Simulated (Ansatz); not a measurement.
# Which method gave which barrier?

Saddle point of BH₅F₂, singlet (BH₃ + HF + HF → BH₂F ([BH2][F]) + HF + H₂; bonds formed: H2–H7, H5–F8; dative contacts that become bonds: B1–F6; bonds broken: B1–H2, H5–F6, H7–F8), PBE0-D4/def2-TZVP structure:

```xyz
8
angstrom
B -0.5588 0.1600 -0.6262
H 0.2491 -0.8569 -0.5928
H -0.4067 0.6106 -1.7208
H -1.6380 -0.1943 -0.2565
H 0.6008 0.4910 1.0717
F 0.0035 1.1642 0.4043
H 0.6558 -0.8451 0.3671
F 1.0943 -0.5292 1.3534
```

Computed with Ansatz 0.2.0 (basis: def2-TZVPP, with def2-QZVPP for the basis limit); correlated methods freeze the cores. Extrapolation: Hartree–Fock as exp(−7.88 √X), correlation as X^−2.97. Four methods, as single points on the PBE0-D4 structures, gave these electronic barriers from the start structure: 1.53, 4.40, 9.51, 18.26 kcal/mol.

**Question.** The methods were, in alphabetical order, BHLYP-D4, HF, PBE-D4, PBE0-D4. Which gave which? (Judge from chemistry; the calculation decides.)

**Answer.** Computed: PBE-D4 1.53; PBE0-D4 4.40; BHLYP-D4 9.51; HF 18.26 kcal/mol. For comparison, CCSD(T) at an estimated basis limit (MP2 extrapolated from triple and quadruple zeta, plus CCSD(T) − MP2 in triple zeta) gives 8.67 kcal/mol.

T1 diagnostic: at most 0.012.

Labels in which every atom is bracketed show which atoms are joined, not bond orders.

For scale, one of the runs: CCSD(T)/def2-TZVPP, 163 basis functions (an equivalent command: `ansatz run in.yaml --threads 2`). Time: 16 s of wall clock on 2 CPU threads; the host was shared. Peak host memory: 1.5 GiB.
